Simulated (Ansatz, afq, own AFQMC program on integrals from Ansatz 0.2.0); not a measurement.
Two steps: Ansatz 0.2.0 writes the Fock matrix and Cholesky factors of the valence space, and afq projects on them the lowest state that overlaps trial and start.

```yaml
crystal:
  periodic: [false, false, false]
  atoms:
    - {symbol: B, position_ang: [0.000000, -0.418226, 0.702574]}
    - {symbol: N, position_ang: [0.000000, 0.185836, -0.533342]}
    - {symbol: H, position_ang: [0.000000, 0.791690, 0.817953]}
    - {symbol: H, position_ang: [0.000000, 1.111693, -0.942135]}
basis:
  gaussian: {orbitals: cc-pVDZ}
magnetization: {spin_polarized: false, initial_magnetization: 2}
correlation: {method: ccsd_t, electrons: outside_noble_gas, hamiltonian_folder: ham}
```

```sh
$ ansatz run in.yaml --threads 1 --pin off --events-out ev --progress --plain --max-ram 1382MiB
```

Options of the walk:

```
--method phaseless --trial hf --walkers 120 --populations 1 --least-time 40 --time-step 0.005 --steps-per-block 20 --equilibration-blocks 112 --max-blocks 600 --target-error 0.00114 --factor-cut 1e-05 --start spin_pure --seed 3203 --taylor-order 6
```

Times are imaginary, in 1/Eh. The walk had a cap of 1086 s.

afq prints:

```
orbitals 36  electrons 6 4  factors 287 of 357
reference energy -80.12421960 Eh
CCSD correlation -0.24988121 Eh in 12 cycles, weight of the determinant in the CISD state 0.8808
energy of the start -80.124220 Eh
 block  time / (1/Eh)  mean weight  energy / Eh
     1     0.100  0.9995  -80.186926
     2     0.200  1.0004  -80.220409
     3     0.300  1.0015  -80.255774
     4     0.400  1.0022  -80.276584
     5     0.500  1.0040  -80.283322
     7     0.700  0.9999  -80.325396
     9     0.900  1.0022  -80.364677
    18     1.800  0.9973  -80.363948
    52     5.200  0.9985  -80.374409
    86     8.600  1.0008  -80.396136
   120    12.000  0.9999  -80.403500
   154    15.400  0.9998  -80.392102
   188    18.800  0.9998  -80.383031
   222    22.200  1.0009  -80.407481
   256    25.600  1.0001  -80.414204
   290    29.000  0.9984  -80.350753
   324    32.400  1.0002  -80.377494
   358    35.800  1.0006  -80.373283
   392    39.200  1.0014  -80.383702
   426    42.600  1.0020  -80.385777
   460    46.000  1.0033  -80.482301
   477    47.700  0.9986  -80.344951
   494    49.400  1.0003  -80.422831
   528    52.800  0.9970  -80.369253
   562    56.200  0.9995  -80.377944
   596    59.600  1.0029  -80.411718
   630    63.000  0.9994  -80.390789
   664    66.400  1.0021  -80.429233
   698    69.800  1.0000  -80.399076
blocks merged  error / Eh  count
     1  0.000937  600
     2  0.001238  300
     4  0.001604  150
     8  0.001947  75
    16  0.002334  37
    32  0.002542  18
    64  0.002801  9
energy -80.386648 +/- 0.002542 Eh
(rows thinned)
```

The run passed its tests (sampling time, drift between the halves within three errors, error under three times the target), which doesn't prove that it has relaxed.

Against this walk (error 69.2 meV) on the same determinant: CCSD(T) 96.8 meV higher (within the noise), CCSDT(Q) 46.9 meV higher (within the noise), a separate phaseless walk with a CISD trial and standard settings 69.6 ± 70.8 meV higher (within the noise). The error is statistical and leaves out the bias of the constraint.

Cautions: constraint bias not in the error; error above the target (69.2 against 31.0 meV); lower spins were not checked.

The walk took 3.5 min on 1 thread of Intel(R) Xeon(R) Platinum 8375C CPU @ 2.90GHz (Ice Lake) (shared host). The log's last line is the phaseless energy.

CCSDT and higher add their correlation energy to the determinant of the CCSD(T) run, since their own runs factorise the integrals more tightly (a shift of under 2 meV). A walk keeps the symmetry of its determinant, which the program's search chose and which needn't be the lowest solution, so a lower state of the same spin and another symmetry isn't excluded.
